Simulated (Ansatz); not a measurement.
Process, species as SMILES: C[SiH2] (CH3-SiH2) → C atom + 5 H atom + Si atom
B3LYP-D3(BJ)/def2-TZVP geometries, fixed; electronic energies without zero-point terms.
Largest species:
```
C
H 1 1.0909
H 1 1.0909 2 108.23
H 1 1.0938 2 108.08 3 116.82
Si 1 1.8820 2 110.96 3 -121.97
H 5 1.4873 1 111.50 2 -58.56
H 5 1.4873 6 109.34 1 123.76
```
Charge 0, spin multiplicity 2.

Basis-set convergence of the atomisation energy at CCSD(T) with Ansatz (a program for electronic structure). Cartesian d functions, on some or all atoms, in 6-31G*, 6-31+G*, 6-311G**, 6-311+G**; all else is spherical. Cores are frozen. Open shells are unrestricted. No added dispersion term, no relativity. Functions are those of the species that has most. Reference: Hartree-Fock in cc-pV(Q+d)Z plus the correlation part extrapolated as X^-3 from cc-pV(T+d)Z and cc-pV(Q+d)Z, 531.56 kcal/mol, itself unsure by roughly 1.87 kcal/mol (a third of the extrapolation step and of the last Hartree-Fock step). Deviations are taken from unrounded values.

```
basis            functions  atomisation energy (kcal/mol)
---------------  ---------  -----------------------------
6-31G*                  44                         475.50
6-31+G*                 52                         475.05
def2-SVP                57                         504.68
def2-SVPD               84                         507.27
pcseg-1                 57                         499.66
aug-pcseg-1             95                         502.84
cc-pV(D+d)Z             62                         493.93
aug-cc-pV(D+d)Z        100                         498.03
6-311G**                75                         504.17
6-311+G**               83                         504.21
def2-TZVP               98                         511.42
def2-TZVPD             125                         512.92
pcseg-2                134                         524.61
aug-pcseg-2            211                         524.78
cc-pV(T+d)Z            139                         519.64
aug-cc-pV(T+d)Z        216                         522.03
def2-TZVPP             143                         520.40
def2-TZVPPD            170                         520.93
```

What the diffuse functions change, pair by pair:
- 6-31G* to 6-31+G*: 8 more functions, deviation -56.06 to -56.51 kcal/mol
- def2-SVP to def2-SVPD: 27 more functions, deviation -26.88 to -24.29 kcal/mol
- pcseg-1 to aug-pcseg-1: 38 more functions, deviation -31.90 to -28.72 kcal/mol
- cc-pV(D+d)Z to aug-cc-pV(D+d)Z: 38 more functions, deviation -37.63 to -33.53 kcal/mol
- 6-311G** to 6-311+G**: 8 more functions, deviation -27.39 to -27.35 kcal/mol
- def2-TZVP to def2-TZVPD: 27 more functions, deviation -20.14 to -18.64 kcal/mol
- pcseg-2 to aug-pcseg-2: 77 more functions, deviation -6.95 to -6.78 kcal/mol
- cc-pV(T+d)Z to aug-cc-pV(T+d)Z: 77 more functions, deviation -11.93 to -9.53 kcal/mol
- def2-TZVPP to def2-TZVPPD: 27 more functions, deviation -11.16 to -10.63 kcal/mol

They bring the value nearer the reference by more than 1.87 kcal/mol in 4 of 9 pairs.
